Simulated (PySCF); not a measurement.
PySCF input (HF/aug-cc-pVTZ):

```python
import numpy as np, basis_set_exchange as bse
from pyscf import gto, scf, dft, df

basis = {'C': gto.basis.parse(bse.get_basis('aug-cc-pVTZ', elements=['C'], fmt='nwchem')), 'F': gto.basis.parse(bse.get_basis('aug-cc-pVTZ', elements=['F'], fmt='nwchem'))}
mol = gto.M(
    atom='''
    C     0.00000000    0.00000000    0.00000000
    F     0.76292155    0.76566412    0.76815773
    F    -0.78426309   -0.74930884    0.76277441
    F    -0.74667016    0.76533291   -0.78428715
    F     0.76801170   -0.78168819   -0.74664498
    ''',
    basis=basis,
    charge=0,
    verbose=4,
    max_memory=8640,
)
mf = scf.RHF(mol)
mf = mf.density_fit(auxbasis=df.autoaux(mol))
mf.conv_tol = 1e-9
mf.max_cycle = 100
scf.hf.overlap_zero_eigenvalue_threshold = 1e-4
print('smallest overlap eigenvalue', np.linalg.eigvalsh(mol.intor('int1e_ovlp'))[0])
mf.kernel()
dip = mf.dip_moment()
```

Output:

```
PySCF version 2.14.0

[INPUT] verbose = 4
[INPUT] num. atoms = 5
[INPUT] num. electrons = 42
[INPUT] charge = 0
[INPUT] spin (= nelec alpha-beta = 2S) = 0
[INPUT] symmetry False subgroup None
[INPUT] Mole.unit = angstrom
[INPUT] Symbol           X                Y                Z      unit          X                Y                Z       unit  Magmom
[INPUT]  1 C      0.000000000000   0.000000000000   0.000000000000 AA    0.000000000000   0.000000000000   0.000000000000 Bohr   0.0
[INPUT]  2 F      0.762921550000   0.765664120000   0.768157730000 AA    1.441712784029   1.446895490206   1.451607730168 Bohr   0.0
[INPUT]  3 F     -0.784263090000  -0.749308840000   0.762774410000 AA   -1.482042449705  -1.415988490316   1.441434729727 Bohr   0.0
[INPUT]  4 F     -0.746670160000   0.765332910000  -0.784287150000 AA   -1.411002107785   1.446269594016  -1.482087916516 Bohr   0.0
[INPUT]  5 F      0.768011700000  -0.781688190000  -0.746644980000 AA    1.451331773462  -1.477176593907  -1.410954524481 Bohr   0.0

nuclear repulsion = 204.966837579924
number of shells = 40
number of NR pGTOs = 290
number of NR cGTOs = 230
basis = {'C': [[0, [8236.0, 0.000531, 0.0, -0.000113, 0.0], [1235.0, 0.004108, 0.0, -0.000878, 0.0], [280.8, 0.021087, 0.0, -0.00454, 0.0], [79.27, 0.081853, 0.0, -0.018133, 0.0], [25.59, 0.234817, 0.0, -0.05576, 0.0], [8.997, 0.434401, 0.0, -0.126895, 0.0], [3.319, 0.346129, 0.0, -0.170352, 0.0], [0.9059, 0.039378, 1.0, 0.140382, 0.0], [0.3643, -0.008983, 0.0, 0.598684, 0.0], [0.1285, 0.002385, 0.0, 0.395389, 1.0]], [0, [0.04402, 1.0]], [1, [18.71, 0.0, 0.014031, 0.0], [4.133, 0.0, 0.086866, 0.0], [1.2, 0.0, 0.290216, 0.0], [0.3827, 1.0, 0.501008, 0.0], [0.1209, 0.0, 0.343406, 1.0]], [1, [0.03569, 1.0]], [2, [1.097, 1.0, 0.0], [0.318, 0.0, 1.0]], [2, [0.1, 1.0]], [3, [0.761, 1.0]], [3, [0.268, 1.0]]], 'F': [[0, [19500.0, 0.000507, 0.0, -0.000117, 0.0], [2923.0, 0.003923, 0.0, -0.000912, 0.0], [664.5, 0.0202, 0.0, -0.004717, 0.0], [187.5, 0.07901, 0.0, -0.019086, 0.0], [60.62, 0.230439, 0.0, -0.059655, 0.0], [21.42, 0.432872, 0.0, -0.14001, 0.0], [7.95, 0.349964, 0.0, -0.176782, 0.0], [2.257, 0.043233, 1.0, 0.171625, 0.0], [0.8815, -0.007892, 0.0, 0.605043, 0.0], [0.3041, 0.002384, 0.0, 0.369512, 1.0]], [0, [0.09158, 1.0]], [1, [43.88, 0.0, 0.016665, 0.0], [9.926, 0.0, 0.104472, 0.0], [2.93, 0.0, 0.31726, 0.0], [0.9132, 1.0, 0.487343, 0.0], [0.2672, 0.0, 0.334604, 1.0]], [1, [0.07361, 1.0]], [2, [3.107, 1.0, 0.0], [0.855, 0.0, 1.0]], [2, [0.292, 1.0]], [3, [1.917, 1.0]], [3, [0.724, 1.0]]]}
ecp = {}
ETB for F: l = 0, exps = 0.14722 * 1.8^n , n = 0..15
ETB for F: l = 1, exps = 0.14722 * 1.8^n , n = 0..12
ETB for F: l = 2, exps = 0.14722 * 1.8^n , n = 0..12
ETB for F: l = 3, exps = 0.36561 * 2.2^n , n = 0..6
ETB for F: l = 4, exps = 0.584 * 2.2^n , n = 0..3
ETB for C: l = 0, exps = 0.07138 * 1.8^n , n = 0..15
ETB for C: l = 1, exps = 0.07138 * 1.8^n , n = 0..12
ETB for C: l = 2, exps = 0.07138 * 1.8^n , n = 0..11
ETB for C: l = 3, exps = 0.13569 * 2.2^n , n = 0..6
ETB for C: l = 4, exps = 0.2 * 2.2^n , n = 0..4
smallest overlap eigenvalue 0.00022467920223831118

******** <class 'pyscf.df.df_jk.DFRHF'> ********
method = DFRHF
initial guess = minao
damping factor = 0
level_shift factor = 0
DIIS = <class 'pyscf.scf.diis.CDIIS'>
diis_start_cycle = 1
diis_space = 8
diis_damp = 0
SCF conv_tol = 1e-09
SCF conv_tol_grad = None
SCF max_cycles = 100
direct_scf = False
Set gradient conv threshold to 3.16228e-05
Initial guess from minao.
******** <class 'pyscf.df.df.DF'> ********
auxbasis = {'F': [[0, [np.float64(993.2404315578117), 1]], [0, [np.float64(551.8002397543398), 1]], [0, [np.float64(306.555688752411), 1]], [0, [np.float64(170.30871597356168), 1]], [0, [np.float64(94.61595331864537), 1]], [0, [np.float64(52.564418510358536), 1]], [0, [np.float64(29.202454727976964), 1]], [0, [np.float64(16.223585959987204), 1]], [0, [np.float64(9.013103311104), 1]], [0, [np.float64(5.00727961728), 1]], [0, [np.float64(2.7818220096), 1]], [0, [np.float64(1.545456672), 1]], [0, [np.float64(0.8585870400000001), 1]], [0, [np.float64(0.4769928), 1]], [0, [np.float64(0.264996), 1]], [0, [np.float64(0.14722), 1]], [1, [np.float64(170.30871597356168), 1]], [1, [np.float64(94.61595331864537), 1]], [1, [np.float64(52.564418510358536), 1]], [1, [np.float64(29.202454727976964), 1]], [1, [np.float64(16.223585959987204), 1]], [1, [np.float64(9.013103311104), 1]], [1, [np.float64(5.00727961728), 1]], [1, [np.float64(2.7818220096), 1]], [1, [np.float64(1.545456672), 1]], [1, [np.float64(0.8585870400000001), 1]], [1, [np.float64(0.4769928), 1]], [1, [np.float64(0.264996), 1]], [1, [np.float64(0.14722), 1]], [2, [np.float64(170.30871597356168), 1]], [2, [np.float64(94.61595331864537), 1]], [2, [np.float64(52.564418510358536), 1]], [2, [np.float64(29.202454727976964), 1]], [2, [np.float64(16.223585959987204), 1]], [2, [np.float64(9.013103311104), 1]], [2, [np.float64(5.00727961728), 1]], [2, [np.float64(2.7818220096), 1]], [2, [np.float64(1.545456672), 1]], [2, [np.float64(0.8585870400000001), 1]], [2, [np.float64(0.4769928), 1]], [2, [np.float64(0.264996), 1]], [2, [np.float64(0.14722), 1]], [3, [np.float64(41.45282670144002), 1]], [3, [np.float64(18.842193955200006), 1]], [3, [np.float64(8.564633616000002), 1]], [3, [np.float64(3.893015280000001), 1]], [3, [np.float64(1.7695524000000002), 1]], [3, [np.float64(0.804342), 1]], [3, [np.float64(0.36561), 1]], [4, [np.float64(6.218432000000002), 1]], [4, [np.float64(2.82656), 1]], [4, [np.float64(1.2848), 1]], [4, [np.float64(0.584), 1]]], 'C': [[0, [np.float64(481.57520720416113), 1]], [0, [np.float64(267.54178178008954), 1]], [0, [np.float64(148.63432321116085), 1]], [0, [np.float64(82.57462400620048), 1]], [0, [np.float64(45.87479111455581), 1]], [0, [np.float64(25.485995063642118), 1]], [0, [np.float64(14.158886146467843), 1]], [0, [np.float64(7.866047859148802), 1]], [0, [np.float64(4.370026588416001), 1]], [0, [np.float64(2.4277925491200003), 1]], [0, [np.float64(1.3487736384000002), 1]], [0, [np.float64(0.749318688), 1]], [0, [np.float64(0.4162881600000001), 1]], [0, [np.float64(0.2312712), 1]], [0, [np.float64(0.12848400000000001), 1]], [0, [np.float64(0.07138), 1]], [1, [np.float64(82.57462400620048), 1]], [1, [np.float64(45.87479111455581), 1]], [1, [np.float64(25.485995063642118), 1]], [1, [np.float64(14.158886146467843), 1]], [1, [np.float64(7.866047859148802), 1]], [1, [np.float64(4.370026588416001), 1]], [1, [np.float64(2.4277925491200003), 1]], [1, [np.float64(1.3487736384000002), 1]], [1, [np.float64(0.749318688), 1]], [1, [np.float64(0.4162881600000001), 1]], [1, [np.float64(0.2312712), 1]], [1, [np.float64(0.12848400000000001), 1]], [1, [np.float64(0.07138), 1]], [2, [np.float64(45.87479111455581), 1]], [2, [np.float64(25.485995063642118), 1]], [2, [np.float64(14.158886146467843), 1]], [2, [np.float64(7.866047859148802), 1]], [2, [np.float64(4.370026588416001), 1]], [2, [np.float64(2.4277925491200003), 1]], [2, [np.float64(1.3487736384000002), 1]], [2, [np.float64(0.749318688), 1]], [2, [np.float64(0.4162881600000001), 1]], [2, [np.float64(0.2312712), 1]], [2, [np.float64(0.12848400000000001), 1]], [2, [np.float64(0.07138), 1]], [3, [np.float64(15.384519173760008), 1]], [3, [np.float64(6.9929632608000025), 1]], [3, [np.float64(3.178619664000001), 1]], [3, [np.float64(1.4448271200000005), 1]], [3, [np.float64(0.6567396000000001), 1]], [3, [np.float64(0.29851800000000006), 1]], [3, [np.float64(0.13569), 1]], [4, [np.float64(4.685120000000001), 1]], [4, [np.float64(2.129600000000001), 1]], [4, [np.float64(0.9680000000000002), 1]], [4, [np.float64(0.44000000000000006), 1]], [4, [np.float64(0.2), 1]]]}
init E= -436.609674868975
  HOMO = -0.601651891467937  LUMO = 0.059845996821538  gap/eV = 18.00027
cycle= 1 E= -435.617717568589  delta_E= 0.992  |g|= 1.06  |ddm|=  3.2
  HOMO = -0.689242481579435  LUMO = 0.0622588295970321  gap/eV = 20.44939
cycle= 2 E= -435.756924025094  delta_E= -0.139  |g|= 0.663  |ddm|= 1.76
  HOMO = -0.695489180036048  LUMO = 0.0660612725927548  gap/eV = 20.72284
cycle= 3 E= -435.818106201025  delta_E= -0.0612  |g|= 0.0628  |ddm|= 0.632
  HOMO = -0.681272815146619  LUMO = 0.0670531589884308  gap/eV = 20.36299
cycle= 4 E= -435.819032237454  delta_E= -0.000926  |g|= 0.0199  |ddm|= 0.087
  HOMO = -0.685485963376699  LUMO = 0.0669708683246565  gap/eV = 20.47539
cycle= 5 E= -435.819158546116  delta_E= -0.000126  |g|= 0.00344  |ddm|= 0.0331
  HOMO = -0.685845541987671  LUMO = 0.066954881898884  gap/eV = 20.48474
cycle= 6 E= -435.81916481008  delta_E= -6.26e-06  |g|= 0.000557  |ddm|= 0.00855
  HOMO = -0.685851262576293  LUMO = 0.0669561094039816  gap/eV = 20.48493
cycle= 7 E= -435.81916493464  delta_E= -1.25e-07  |g|= 6.35e-05  |ddm|= 0.00133
  HOMO = -0.685852585355478  LUMO = 0.0669555603553359  gap/eV = 20.48495
cycle= 8 E= -435.819164935889  delta_E= -1.25e-09  |g|= 8.59e-06  |ddm|= 0.000134
  HOMO = -0.685852247203561  LUMO = 0.0669555415619163  gap/eV = 20.48494
cycle= 9 E= -435.819164935911  delta_E= -2.23e-11  |g|= 1.11e-06  |ddm|= 1.55e-05
  HOMO = -0.685852236367235  LUMO = 0.0669555466680096  gap/eV = 20.48494
Extra cycle  E= -435.819164935913  delta_E= -1.36e-12  |g|= 3.15e-07  |ddm|= 1.82e-06
converged SCF energy = -435.819164935913
Dipole moment(X, Y, Z, Debye): -0.00000, -0.00000, -0.00000
```
